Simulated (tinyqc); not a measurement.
RKS/BP86 in the sto-3g basis, for LiH, spin multiplicity 1, step by step. Computed by tinyqc, a small Python program that keeps every step (integrals from PySCF). Settings: charge = 0, multiplicity = 1, basis = sto-3g, energy threshold = 1e-09, iteration cap = 59, orthogonalisation = symmetric, start = core, DIIS depth = 0, method = RKS, functional = b88,p86, grid = [10, 50]. Command: `OMP_NUM_THREADS=1 python tinyqc.py 26308 26309 out.jsonl` (the two numbers bound the seeds that draw the settings). One thread of a shared host (Intel(R) Xeon(R) Processor @ 2.60GHz), about 0.5 s of CPU time with the checks. Later iterations appear only in the table of the cycle.

## One-electron integrals

Geometry (angstrom):
```
atom         x         y         z
Li    0.000000  0.000000  0.000000
H     0.000000  0.000000  1.543000
```

Basis sto-3g: exponents (1/bohr^2) and contraction coefficients of normalised primitives:
```
element  l (shell)   exponent  coefficient
Li           s (1)  16.119575     0.154329
Li           s (1)   2.936201     0.535328
Li           s (1)   0.794651     0.444635
Li           s (2)   0.636290    -0.099967
Li           s (2)   0.147860     0.399513
Li           s (2)   0.048089     0.700115
Li           p (3)   0.636290     0.155916
Li           p (3)   0.147860     0.607684
Li           p (3)   0.048089     0.391957
H            s (1)   3.425251     0.154329
H            s (1)   0.623914     0.535328
H            s (1)   0.168855     0.444635
```

Overlap, kinetic and nuclear-attraction integrals over the contracted functions; the nuclear repulsion is the sum of Za Zb / Rab.

nuclear repulsion = 1.02886042 hartree

overlap S, lower triangle:
```
           1Li 1s    1Li 2s   1Li 2px   1Li 2py   1Li 2pz     2H 1s
1Li 1s   1.000000
1Li 2s   0.241137  1.000000
1Li 2px  0.000000  0.000000  1.000000
1Li 2py  0.000000  0.000000  0.000000  1.000000
1Li 2pz  0.000000  0.000000  0.000000  0.000000  1.000000
2H 1s    0.075098  0.409522  0.000000  0.000000  0.523132  1.000000
```

kinetic energy T (hartree), lower triangle:
```
            1Li 1s    1Li 2s   1Li 2px   1Li 2py   1Li 2pz     2H 1s
1Li 1s    3.576786
1Li 2s   -0.020237  0.102163
1Li 2px   0.000000  0.000000  0.319682
1Li 2py   0.000000  0.000000  0.000000  0.319682
1Li 2pz   0.000000  0.000000  0.000000  0.000000  0.319682
2H 1s    -0.016584  0.046032  0.000000  0.000000  0.137644  0.760032
```

nuclear attraction V (hartree), lower triangle:
```
            1Li 1s     1Li 2s    1Li 2px    1Li 2py    1Li 2pz      2H 1s
1Li 1s   -8.325835
1Li 2s   -1.047034  -1.504339
1Li 2px   0.000000   0.000000  -1.460873
1Li 2py   0.000000   0.000000   0.000000  -1.460873
1Li 2pz  -0.017305  -0.125248   0.000000   0.000000  -1.561564
2H 1s    -0.325590  -0.775266   0.000000   0.000000  -1.004323  -2.252017
```

core Hamiltonian H = T + V (hartree), lower triangle:
```
            1Li 1s     1Li 2s    1Li 2px    1Li 2py    1Li 2pz      2H 1s
1Li 1s   -4.749048
1Li 2s   -1.067272  -1.402175
1Li 2px   0.000000   0.000000  -1.141192
1Li 2py   0.000000   0.000000   0.000000  -1.141192
1Li 2pz  -0.017305  -0.125248   0.000000   0.000000  -1.241882
2H 1s    -0.342174  -0.729233   0.000000   0.000000  -0.866680  -1.491985
```

## Two-electron integrals

Functions are numbered as in S; the eight-fold symmetry (ij|kl) = (ji|kl) = (kl|ij) leaves the list below.

Two-electron integrals (ij|kl) in chemists' order, unique and non-zero (hartree):
```
(11|11) 1.680395   (21|11) 0.265420   (21|21) 0.049941   (22|11) 0.397727
(22|21) 0.092860   (22|22) 0.290562   (31|31) 0.008981   (32|31) 0.013788
(32|32) 0.064184   (33|11) 0.396640   (33|21) 0.092880   (33|22) 0.290497
(33|33) 0.312946   (41|41) 0.008981   (42|41) 0.013788   (42|42) 0.064184
(43|43) 0.016869   (44|11) 0.396640   (44|21) 0.092880   (44|22) 0.290497
(44|33) 0.279207   (44|44) 0.312946   (51|51) 0.008981   (52|51) 0.013788
(52|52) 0.064184   (53|53) 0.016869   (54|54) 0.016869   (55|11) 0.396640
(55|21) 0.092880   (55|22) 0.290497   (55|33) 0.279207   (55|44) 0.279207
(55|55) 0.312946   (61|11) 0.080594   (61|21) 0.015233   (61|22) 0.028772
(61|33) 0.028433   (61|44) 0.028433   (61|51) 0.001798   (61|52) 0.003457
(61|55) 0.029465   (61|61) 0.005078   (62|11) 0.159822   (62|21) 0.037618
(62|22) 0.121055   (62|33) 0.115219   (62|44) 0.115219   (62|51) 0.006157
(62|52) 0.034775   (62|55) 0.132599   (62|61) 0.013633   (62|62) 0.079485
(63|31) 0.003303   (63|32) 0.014583   (63|53) 0.005606   (63|63) 0.006286
(64|41) 0.003303   (64|42) 0.014583   (64|54) 0.005606   (64|64) 0.006286
(65|11) 0.189736   (65|21) 0.045196   (65|22) 0.151238   (65|33) 0.141224
(65|44) 0.141224   (65|51) 0.009607   (65|52) 0.053175   (65|55) 0.171077
(65|61) 0.017164   (65|62) 0.109508   (65|65) 0.153647   (66|11) 0.341318
(66|21) 0.081841   (66|22) 0.286360   (66|33) 0.261767   (66|44) 0.261767
(66|51) 0.016191   (66|52) 0.107409   (66|55) 0.335089   (66|61) 0.031285
(66|62) 0.231028   (66|65) 0.331783   (66|66) 0.774606
```

## Orthogonalisation

S = U s U^T; symmetric (Loewdin) form X = U s^(-1/2) U^T, so that X^T S X = 1.

eigenvalues of S: 0.331104  0.798248  1.000000  1.000000  1.167759  1.702890

X, lower triangle:
```
            1Li 1s     1Li 2s   1Li 2px   1Li 2py    1Li 2pz     2H 1s
1Li 1s    1.023009
1Li 2s   -0.127676   1.119408
1Li 2px   0.000000   0.000000  1.000000
1Li 2py   0.000000   0.000000  0.000000  1.000000
1Li 2pz  -0.003155   0.122563  0.000000  0.000000   1.155462
2H 1s     0.002726  -0.294666  0.000000  0.000000  -0.374556  1.250955
```

## Starting guess

The start is the orbitals of the core Hamiltonian; D = 2 C_occ C_occ^T.

D at the start, lower triangle:
```
            1Li 1s    1Li 2s   1Li 2px   1Li 2py   1Li 2pz     2H 1s
1Li 1s    2.045770
1Li 2s   -0.108535  0.145595
1Li 2px   0.000000  0.000000  0.000000
1Li 2py   0.000000  0.000000  0.000000  0.000000
1Li 2pz  -0.057395  0.152819  0.000000  0.000000  0.162028
2H 1s    -0.147285  0.378239  0.000000  0.000000  0.400881  0.991851
```

## Iteration 1: exchange-correlation on the grid

Becke grid with 10 radial and 50 angular points per atom, points of zero weight dropped. rho = sum D_ij phi_i phi_j; V_xc,ij = sum w v_xc phi_i phi_j plus the gradient terms; v_xc is d(rho eps)/d rho at fixed gradient.

The 12 grid points with the largest w rho, of 994 (bohr, atomic units):
```
x                  y          z         w       rho  |grad rho|^2     eps_xc       v_xc
-0.718016  -0.718016   2.154047  0.761816  0.052027      0.008010  -0.337028  -0.409322
-0.718016   0.718016   2.154047  0.761816  0.052027      0.008010  -0.337028  -0.409322
0.718016   -0.718016   2.154047  0.761816  0.052027      0.008010  -0.337028  -0.409322
0.718016    0.718016   2.154047  0.761816  0.052027      0.008010  -0.337028  -0.409322
-0.460014   0.000000  -0.460014  0.062294  0.388953      4.273132  -0.675766  -0.710000
0.000000   -0.460014  -0.460014  0.062294  0.388953      4.273132  -0.675766  -0.710000
0.460014    0.000000  -0.460014  0.062294  0.388953      4.273132  -0.675766  -0.710000
0.000000    0.460014  -0.460014  0.062294  0.388953      4.273132  -0.675766  -0.710000
0.460014    0.000000   0.460014  0.062294  0.386892      4.149870  -0.673550  -0.709771
0.000000   -0.460014   0.460014  0.062294  0.386892      4.149870  -0.673550  -0.709771
0.000000    0.460014   0.460014  0.062294  0.386892      4.149870  -0.673550  -0.709771
-0.460014   0.000000   0.460014  0.062294  0.386892      4.149870  -0.673550  -0.709771
```

electrons on the grid, sum of w rho = 4.052374

E_xc = sum of w rho eps_xc = -2.40990952 hartree

V_xc (hartree), lower triangle:
```
            1Li 1s     1Li 2s    1Li 2px    1Li 2py    1Li 2pz      2H 1s
1Li 1s   -1.120252
1Li 2s   -0.139147  -0.151997
1Li 2px   0.000000   0.000000  -0.130021
1Li 2py   0.000000   0.000000   0.000000  -0.130021
1Li 2pz  -0.005946  -0.074149   0.000000   0.000000  -0.190148
2H 1s    -0.044998  -0.140954   0.000000   0.000000  -0.200717  -0.488461
```

## Iteration 1: building the Kohn-Sham matrix

J_ij = sum D_kl (ij|kl); F = H + J + V_xc; E = tr D H + tr D J / 2 + E_xc + E_nn.

Coulomb J (hartree), lower triangle:
```
           1Li 1s    1Li 2s   1Li 2px   1Li 2py   1Li 2pz     2H 1s
1Li 1s   4.090081
1Li 2s   0.702099  1.371258
1Li 2px  0.000000  0.000000  1.330453
1Li 2py  0.000000  0.000000  0.000000  1.330453
1Li 2pz  0.031073  0.192490  0.000000  0.000000  1.445423
2H 1s    0.224992  0.740882  0.000000  0.000000  0.973285  2.007305
```

Kohn-Sham matrix F (hartree), lower triangle:
```
            1Li 1s     1Li 2s   1Li 2px   1Li 2py    1Li 2pz     2H 1s
1Li 1s   -1.779219
1Li 2s   -0.504320  -0.182915
1Li 2px   0.000000   0.000000  0.059241
1Li 2py   0.000000   0.000000  0.000000  0.059241
1Li 2pz   0.007822  -0.006907  0.000000  0.000000   0.013393
2H 1s    -0.162180  -0.129306  0.000000  0.000000  -0.094111  0.026859
```

total energy of this density = -7.94727795 hartree

## Iteration 1: diagonalisation and new density

Diagonalise F' = X^T F X, C = X C', fill 2 alpha and 2 beta electrons from the bottom; D = 2 C_occ C_occ^T. Each column has its largest component positive (the first on a tie).

F' = X^T F X (hartree), lower triangle:
```
           1          2         3         4          5         6
1  -1.734147
2  -0.282561  -0.033761
3   0.000000   0.000000  0.059241
4   0.000000   0.000000  0.000000  0.059241
5   0.010870   0.065869  0.000000  0.000000   0.110209
6  -0.049195  -0.157633  0.000000  0.000000  -0.192219  0.209698
```

orbital energies (hartree): MO1 -1.782727, MO2 -0.080513, MO3 -0.005387, MO4 0.059241, MO5 0.059241, MO6 0.420625

coefficients C:
```
               MO1        MO2        MO3        MO4       MO5        MO6
1Li 1s    0.987960  -0.224757   0.174163   0.000000  0.000000   0.077164
1Li 2s    0.044742   0.660736  -0.670660   0.000000  0.000000  -0.694887
1Li 2px   0.000000   0.000000   0.000000   0.994318  0.106449   0.000000
1Li 2py   0.000000   0.000000   0.000000  -0.106449  0.994318   0.000000
1Li 2pz  -0.005627   0.293190   0.699074   0.000000  0.000000  -0.956932
2H 1s     0.003205   0.407956   0.209476   0.000000  0.000000   1.257656
```

D after iteration 1, lower triangle:
```
            1Li 1s    1Li 2s   1Li 2px   1Li 2py   1Li 2pz     2H 1s
1Li 1s    2.053160
1Li 2s   -0.208604  0.877147
1Li 2px   0.000000  0.000000  0.000000
1Li 2py   0.000000  0.000000  0.000000  0.000000
1Li 2pz  -0.142911  0.386938  0.000000  0.000000  0.171983
2H 1s    -0.177050  0.539389  0.000000  0.000000  0.239181  0.332877
```

Within a degenerate level the vectors are fixed only up to a rotation; this is one choice.

## Iteration 2: exchange-correlation on the grid

As before.

The 12 grid points with the largest w rho, of 994 (bohr, atomic units):
```
x                  y          z         w       rho  |grad rho|^2     eps_xc       v_xc
0.000000    1.683896   1.683896  1.826803  0.016453      0.000310  -0.235673  -0.290967
-1.683896   0.000000   1.683896  1.826803  0.016453      0.000310  -0.235673  -0.290967
1.683896    0.000000   1.683896  1.826803  0.016453      0.000310  -0.235673  -0.290967
0.000000   -1.683896   1.683896  1.826803  0.016453      0.000310  -0.235673  -0.290967
-0.718016   0.718016   2.154047  0.761816  0.039196      0.002171  -0.304352  -0.380465
0.718016   -0.718016   2.154047  0.761816  0.039196      0.002171  -0.304352  -0.380465
0.718016    0.718016   2.154047  0.761816  0.039196      0.002171  -0.304352  -0.380465
-0.718016  -0.718016   2.154047  0.761816  0.039196      0.002171  -0.304352  -0.380465
0.460014    0.000000  -0.460014  0.062294  0.391549      4.283224  -0.676164  -0.712326
0.000000   -0.460014  -0.460014  0.062294  0.391549      4.283224  -0.676164  -0.712326
-0.460014   0.000000  -0.460014  0.062294  0.391549      4.283224  -0.676164  -0.712326
0.000000    0.460014  -0.460014  0.062294  0.391549      4.283224  -0.676164  -0.712326
```

electrons on the grid, sum of w rho = 4.046020

E_xc = sum of w rho eps_xc = -2.22967108 hartree

V_xc (hartree), lower triangle:
```
            1Li 1s     1Li 2s    1Li 2px    1Li 2py    1Li 2pz      2H 1s
1Li 1s   -1.120712
1Li 2s   -0.142648  -0.190593
1Li 2px   0.000000   0.000000  -0.182404
1Li 2py   0.000000   0.000000   0.000000  -0.182404
1Li 2pz  -0.005441  -0.063287   0.000000   0.000000  -0.199714
2H 1s    -0.045489  -0.133852   0.000000   0.000000  -0.182605  -0.418772
```

## Iteration 2: building the Kohn-Sham matrix

As before.

Coulomb J (hartree), lower triangle:
```
           1Li 1s    1Li 2s   1Li 2px   1Li 2py   1Li 2pz     2H 1s
1Li 1s   4.104718
1Li 2s   0.705591  1.370754
1Li 2px  0.000000  0.000000  1.347362
1Li 2py  0.000000  0.000000  0.000000  1.347362
1Li 2pz  0.024094  0.143211  0.000000  0.000000  1.410236
2H 1s    0.223117  0.676792  0.000000  0.000000  0.867186  1.708649
```

Kohn-Sham matrix F (hartree), lower triangle:
```
            1Li 1s     1Li 2s   1Li 2px   1Li 2py    1Li 2pz      2H 1s
1Li 1s   -1.765042
1Li 2s   -0.504329  -0.222014
1Li 2px   0.000000   0.000000  0.023766
1Li 2py   0.000000   0.000000  0.000000  0.023766
1Li 2pz   0.001348  -0.045323  0.000000  0.000000  -0.031360
2H 1s    -0.164547  -0.186293  0.000000  0.000000  -0.182099  -0.202108
```

total energy of this density = -7.95992230 hartree

## Iteration 2: diagonalisation and new density

As before.

F' = X^T F X (hartree), lower triangle:
```
           1          2         3         4          5          6
1  -1.719908
2  -0.280425  -0.069642
3   0.000000   0.000000  0.023766
4   0.000000   0.000000  0.000000  0.023766
5   0.007643   0.039426  0.000000  0.000000   0.088301
6  -0.044294  -0.148674  0.000000  0.000000  -0.203879  -0.042300
```

orbital energies (hartree): MO1 -1.768969, MO2 -0.233841, MO3 -0.023253, MO4 0.023766, MO5 0.023766, MO6 0.282514

coefficients C:
```
               MO1        MO2        MO3        MO4       MO5        MO6
1Li 1s    0.986905  -0.157682  -0.238100   0.000000  0.000000   0.085619
1Li 2s    0.048186   0.315253   0.901954   0.000000  0.000000  -0.675276
1Li 2px   0.000000   0.000000   0.000000  -0.100548  0.994932   0.000000
1Li 2py   0.000000   0.000000   0.000000   0.994932  0.100548   0.000000
1Li 2pz  -0.001218   0.273638  -0.479011   0.000000  0.000000  -1.089076
2H 1s     0.003996   0.684397  -0.219595   0.000000  0.000000   1.129327
```

D after iteration 2, lower triangle:
```
            1Li 1s    1Li 2s   1Li 2px   1Li 2py   1Li 2pz     2H 1s
1Li 1s    1.997690
1Li 2s   -0.004310  0.203413
1Li 2px   0.000000  0.000000  0.000000
1Li 2py   0.000000  0.000000  0.000000  0.000000
1Li 2pz  -0.088700  0.172413  0.000000  0.000000  0.149759
2H 1s    -0.207947  0.431902  0.000000  0.000000  0.374545  0.936831
```

Within a degenerate level the vectors are fixed only up to a rotation; this is one choice.

## Convergence

Stop when the energy changes by less than 1e-09 hartree and every element of the error matrix X^T (F D S - S D F) X is below 9e-06.

Course of the cycle:
```
iteration  E (hartree)     change  largest element of the error matrix
1          -7.94727795          -                             1.87e-01
2          -7.95992230  -1.26e-02                             1.73e-01
3          -7.96868574  -8.76e-03                             1.30e-01
4          -7.96782440   8.61e-04                             1.49e-01
5          -7.97390508  -6.08e-03                             1.15e-01
6          -7.97391187  -6.80e-06                             1.28e-01
7          -7.97813736  -4.23e-03                             1.01e-01
8          -7.97849045  -3.53e-04                             1.09e-01
9          -7.98141416  -2.92e-03                             8.75e-02
10         -7.98186591  -4.52e-04                             9.20e-02
11         -7.98388790  -2.02e-03                             7.55e-02
12         -7.98435810  -4.70e-04                             7.76e-02
13         -7.98575133  -1.39e-03                             6.47e-02
14         -7.98617456  -4.23e-04                             6.52e-02
...                ...        ...                                  ...
46         -7.99062228  -3.04e-06                             3.86e-03
47         -7.99062496  -2.68e-06                             3.52e-03
48         -7.99062711  -2.15e-06                             3.24e-03
49         -7.99062899  -1.88e-06                             2.95e-03
50         -7.99063050  -1.52e-06                             2.72e-03
51         -7.99063182  -1.32e-06                             2.48e-03
52         -7.99063289  -1.07e-06                             2.28e-03
53         -7.99063382  -9.26e-07                             2.08e-03
54         -7.99063457  -7.56e-07                             1.91e-03
55         -7.99063522  -6.50e-07                             1.74e-03
56         -7.99063576  -5.33e-07                             1.60e-03
57         -7.99063621  -4.57e-07                             1.46e-03
58         -7.99063659  -3.76e-07                             1.34e-03
59         -7.99063691  -3.21e-07                             1.23e-03
```

PySCF RKS in the same basis, fine grid = -7.94851270 hartree

Not converged within the cap of 59 iterations: the residual falls steadily but slowly, by a factor of about 0.92 a step. Reruns (cap 100 unless said): DIIS 8: converged in 7; damping 0.5: converged in 27; level shift 0.5: converged in 33; atomic densities as start, DIIS 8: converged in 7; the original settings with a cap of 400: converged in 115.
